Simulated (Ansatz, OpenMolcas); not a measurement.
CF+ (SMILES [C+]F): methods side by side

CF+ has 2 atoms, charge +1, and is taken as a singlet. SMILES: `[C+]F`. Geometry: relaxed at PBE0-D4/def2-TZVP.

```xyz
2

C     0.4923   -0.1608    0.2532
F    -0.4923    0.1608   -0.2532
```

Quantity: the HOMO–LUMO gap, in eV. The values are calculated.

| level | kind | program | value (eV) | CPU time |
| --- | --- | --- | --- | --- |
| BLYP/aug-cc-pVTZ | GGA | Ansatz | 6.22 | 1.9 s |
| PBE/aug-cc-pVTZ | GGA | Ansatz | 6.20 | 1.7 s |
| TPSS/aug-cc-pVTZ | meta-GGA | OpenMolcas | 6.70 | 27 s |
| B3LYP/aug-cc-pVTZ | global hybrid | OpenMolcas | 8.81 | 21 s |
| r2SCAN0/aug-cc-pVTZ | hybrid meta-GGA | Ansatz | 9.98 | 2.9 s |
| CAM-B3LYP/aug-cc-pVTZ | range-separated hybrid | Ansatz | 12.37 | 2.1 s |
| wB97X/aug-cc-pVTZ | range-separated hybrid | Ansatz | 14.83 | 5.3 s |
| B2PLYP/aug-cc-pVTZ | double hybrid | OpenMolcas | 13.09 | 18 s |

The values span 6.20 to 14.83 eV. Orbital gaps aren't excitation energies, and those of double hybrids come from the SCF part alone; they tend to grow with the share of exact exchange. CPU times are rough (shared hosts, several kinds of processor and program).
